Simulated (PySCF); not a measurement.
# B3LYP/STO-3G run of H3PO (SMILES O=[PH3])

What is the energy change on altering one bond length of H3PO at B3LYP/STO-3G? 

The results are computed with PySCF 2.14.0.

8 further runs of the same task are left out: 8 set aside as unsound or not needed.

## Step 1: Starting point

The species is H3PO (5 atoms), meant as a singlet with charge 0. As SMILES, `O=[PH3]`. Geometry: relaxed at GFN2-xTB.

Bond lengths: O1–P2 1.453 Å, P2–H3 1.388 Å, P2–H4 1.387 Å, P2–H5 1.387 Å. Angles: O1–P2–H3 115.2°, O1–P2–H4 115.3°, O1–P2–H5 115.2°, H3–P2–H4 103.2°, H3–P2–H5 103.0°, H4–P2–H5 103.2°.

## Step 2: A single-point energy at B3LYP/STO-3G

File job.py:

```python
from pyscf import gto, dft

molecule = gto.M(
    atom='''
O   -1.381960  -0.328270   0.532950
P   -0.058510  -0.014650   0.022530
H    0.807060   0.564860   0.939400
H    0.663660  -1.098320  -0.454890
H   -0.030250   0.876380  -1.039990
''',
    basis='sto-3g',
    spin=0,
    charge=0,
    max_memory=1860,
    verbose=3,
)

ks = dft.RKS(molecule, xc='b3lyp')
ks.grids.level = 5
ks.conv_tol = 1e-10
ks.kernel()
if not ks.converged:
    ks = ks.newton().run(ks.mo_coeff, ks.mo_occ)

etot = ks.e_tot
print('E(%s) = %.9f' % ('B3LYP', etot))
```

Started as:

```sh
OMP_NUM_THREADS=1 python job.py
```

What it wrote:

```text
converged SCF energy = -413.313986313668
E(B3LYP) = -413.313986314
```

Run time: 2.5 s. Hardware: 1 thread of Arm Neoverse V2, shared host; peak memory 0.19 GiB.

## Step 3: The distorted shape

File geometry.xyz:

```xyz
5

O     -2.043698    -0.485083     0.788165
P     -0.058510    -0.014650     0.022530
H      0.807060     0.564860     0.939400
H      0.663660    -1.098320    -0.454890
H     -0.030250     0.876380    -1.039990
```

File calc.py:

```python
from pyscf import gto, dft

mol = gto.M(
    atom='geometry.xyz',
    basis='sto-3g',
    verbose=3,
    max_memory=1860,
    charge=0,
)

mf = dft.RKS(mol, xc='b3lyp')
mf.conv_tol = 1e-10
mf.grids.level = 5
mf.kernel()
if not mf.converged:
    mf = mf.newton().run(mf.mo_coeff, mf.mo_occ)

energy = mf.e_tot
print('Final energy', energy)
```

Started as:

```sh
OMP_NUM_THREADS=1 python calc.py
```

What it wrote:

```text
converged SCF energy = -413.253323910905
Final energy -413.25332391090546
```

Run time: 3.3 s. Hardware: 1 thread of Arm Neoverse V2, shared host; peak memory 0.19 GiB.

## Step 4: Outcome

Level: B3LYP/STO-3G.

| quantity | value |
| --- | --- |
| first shape: total energy | -413.31399 Eh |
| first shape: dipole moment | 2.75 D |
| first shape: HOMO energy | -2.61 eV |
| first shape: LUMO energy | 7.45 eV |
| first shape: HOMO–LUMO gap | 10.05 eV |
| distorted shape: total energy | -413.25332 Eh |
| distorted shape: dipole moment | 3.85 D |
| distorted shape: HOMO energy | -0.07 eV |
| distorted shape: LUMO energy | 3.64 eV |
| distorted shape: HOMO–LUMO gap | 3.72 eV |
| energy change with the O1–P2 bond stretched from 1.453 to 2.179 Å | 1.651 eV |

What this shows: With the O1–P2 bond stretched from 1.453 to 2.179 Å the energy rises by 1.65 eV (159 kJ/mol). The first shape isn't relaxed at this level, so the change isn't measured from a minimum. A restricted reference can't describe the breaking bond well at this length. The minimal basis adds a large error of its own. Mulliken charges (distorted shape) run from -0.28 on O1 to +0.41 on P2; they depend strongly on the basis.
